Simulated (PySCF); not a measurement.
Species: CH8BN.
Numbering: `[BH3-:1][NH2+:2][CH3:3]` (hydrogens: H4, H5, H6 on B1; H7, H8 on N2; H9, H10, H11 on C3)

Method used: PySCF 2.14.0, PBE0-D3(BJ)/def2-SVP geometry optimisation, gas phase.

List the bond lengths and angles at this level.

```tsv
bond	length (bohr)	order
B1–N2	3.076	single
N2–C3	2.769	single
B1–H4, B1–H5, B1–H6	2.317	single
N2–H7, N2–H8	1.930	single
C3–H9, C3–H10, C3–H11	2.075	single
```

Bonds in one row agree within 0.02 bohr and their mean is given. Orders are formal, as drawn. A selection of angles:
```tsv
angle	degrees
N2–B1–H4	105.5
H4–B1–H5	113.1
B1–N2–C3	114.7
B1–N2–H7	107.8
C3–N2–H7	110.2
H7–N2–H8	105.9
N2–C3–H9	112.1
N2–C3–H10	108.5
H9–C3–H10	109.9
H10–C3–H11	107.9
```

B1 (four-coordinate boron) is distorted tetrahedral (angles from 105.5° to 113.1°). N2 (nitrogen bonded to B, C and 2 H) is distorted tetrahedral (angles from 105.9° to 114.7°).

Point group: Cs (tolerance 0.08 Å). No PBE0-D3(BJ)/def2-SVP frequencies stand behind this structure, so it isn't proved a minimum.

Hardware: one thread, Arm Neoverse V2 (aarch64), shared host with 96 logical CPUs at a one-minute load of 87. Cost: 8.6 s, 0.35 GiB resident at most. That covers the optimisation of the geometry.
